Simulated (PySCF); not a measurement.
## NMR data sheet: CH2F2

| Quantity | Value |
| --- | --- |
| Formula | CH2F2 |
| SMILES | FCF |
| InChI | InChI=1S/CH2F2/c2-1-3/h1H2 |
| Point group of the computed structure | C2v |
| Degrees of unsaturation | 0 |
| Carbon signals | 1 |
| Proton signals | 1 |

Bonds (- single, = double, # triple, : aromatic): F1-C2 1.344 Å, C2-F3 1.344 Å. C2 carries H4, H5.

- geometry from GFN2-xTB
- GIAO PBE0/pcSseg-1 shieldings
- program: PySCF 2.14
- non-relativistic, one conformer, one averaged value for each set of equivalent atoms, gas phase

Referencing at the same level of theory: TMS for 1H (31.72 ppm) and 13C (186.93 ppm); 19F (170.95 ppm) vs CFCl3.

```tsv
carbon	δC, type	δH (multiplicity)	HMBC from (2–3 bonds)	span of the C tensor (ppm)
C2	113.6, CH2	6.05 (m)	–	41
```

Other nuclei:
```json
{"atoms": "F1/F3", "nucleus": "19F", "environment": "fluorine of a CF2 group", "δ (ppm)": "-157.4", "σ (ppm)": "328.4"}
```

- δC 113.6: sp3 CH2 bonded to 2 F; 2 electronegative neighbours deshield it.
- δH 6.05: hydrogen on an sp3 CH2 bonded to 2 F; its carbon carries F, which withdraws density.

Splittings by 19F in the carbon and heteronuclear signals aren't shown, as no couplings were computed. Shifts are as computed. Against solution values, carbons near 30 ppm lie about +3 ppm off and those near 130 ppm about +5 ppm. Of 246 compounds with measured shifts, 49 miss one by over three times the rms of a fit or turn the order of signals round; such compounds aren't used in these exercises. Unscaled 19F shifts against computed CFCl3 carry errors that often reach 10 to 50 ppm.
